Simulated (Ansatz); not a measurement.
What does this script print? It uses Ansatz 0.2.0, Python API.

`adiabatic.py`:
```python
# -*- coding: utf-8 -*-
import itertools
import warnings

import ansatz as az
from ase.data import atomic_numbers, covalent_radii
import numpy as np

warnings.simplefilter("ignore", az.DeckWarning)

geometry_ang = [
    ("C", (-0.08688, -0.63679, -0.14222)),
    ("C", (0.08665, 0.63672, 0.14216)),
    ("H", (0.03118, -1.40901, 0.6004)),
    ("H", (-0.35624, -0.96985, -1.13123)),
    ("H", (-0.02925, 1.40908, -0.60062)),
    ("H", (0.35454, 0.96985, 1.13152)),
]
geometry = az.Crystal.molecule()
for symbol, xyz in geometry_ang:
    geometry = geometry.atom(symbol, xyz)

job = (
    geometry.calculation()
    .basis(gaussian="6-31G*")
    .functional("pbe0", dispersion="d3bj")
)
symbols = [site.symbol for site in geometry.cartesian_sites]
start = np.array([site.position_ang for site in geometry.cartesian_sites], dtype=float)
report = job.relax(force_tolerance=0.01).run().report
end = np.array(report["positions_ang"])

minimum = az.Crystal.molecule()
for symbol, place in zip(symbols, end):
    minimum = minimum.atom(symbol, place.tolist())
ion = (
    minimum.calculation()
    .basis(gaussian="6-31G*")
    .functional("pbe0", dispersion="d3bj")
    .charge(1)
    .spin("collinear", total=1)
)
vertical = ion.run().report
settled = ion.relax(force_tolerance=0.01, max_steps=80).run().report
print(f"vertical ionisation energy   {vertical['free_energy_ev'] - report['free_energy_ev']:.3f} eV")
print(f"adiabatic, no zero point     {settled['free_energy_ev'] - report['free_energy_ev']:.3f} eV")
print(f"relaxation energy of the ion {vertical['free_energy_ev'] - settled['free_energy_ev']:.3f} eV")
ionised = np.array(settled["positions_ang"])
radius = [covalent_radii[atomic_numbers[s]] for s in symbols]
span = lambda where, i, j: np.linalg.norm(where[i] - where[j])
bonded = [(i, j) for i, j in itertools.combinations(range(len(symbols)), 2) if min(span(end, i, j), span(ionised, i, j)) < 1.2 * (radius[i] + radius[j])]
print("pair        before    after (A)")
for i, j in bonded:
    print(f"{symbols[i]}{i}-{symbols[j]}{j}".ljust(10), f"{span(end, i, j):8.4f} {span(ionised, i, j):8.4f}")
for first, second in list(itertools.combinations(bonded, 2)):
    shared = set(first) & set(second)
    if shared and symbols[(j := shared.pop())] != "H":
        i, k = sorted((set(first) | set(second)) - {j})
        u, v = ionised[i] - ionised[j], ionised[k] - ionised[j]
        angle = np.degrees(np.arccos(np.clip(u @ v / np.linalg.norm(u) / np.linalg.norm(v), -1, 1)))
        print(f"final angle {symbols[i]}{i}-{symbols[j]}{j}-{symbols[k]}{k}: {angle:.2f} deg")
```

Output of `python adiabatic.py`:
```text
vertical ionisation energy   10.339 eV
adiabatic, no zero point     10.134 eV
relaxation energy of the ion 0.206 eV
pair        before    after (A)
C0-C1        1.3286   1.4165
C0-H2        1.0873   1.0893
C0-H3        1.0873   1.0892
C1-H4        1.0873   1.0893
C1-H5        1.0873   1.0892
final angle C1-C0-H2: 120.76 deg
final angle C1-C0-H3: 120.76 deg
final angle C0-C1-H4: 120.76 deg
final angle C0-C1-H5: 120.76 deg
final angle H2-C0-H3: 118.48 deg
final angle H4-C1-H5: 118.48 deg
```

The energies are electronic: no zero-point or thermal terms, and the basis set is short of its limit. The product may relax into another structure. The relaxation finds the nearest minimum, so the adiabatic value is an upper bound. It ran for 11 s on 1 thread of Arm Neoverse V1, on a shared host, peak memory 0.17 GiB.
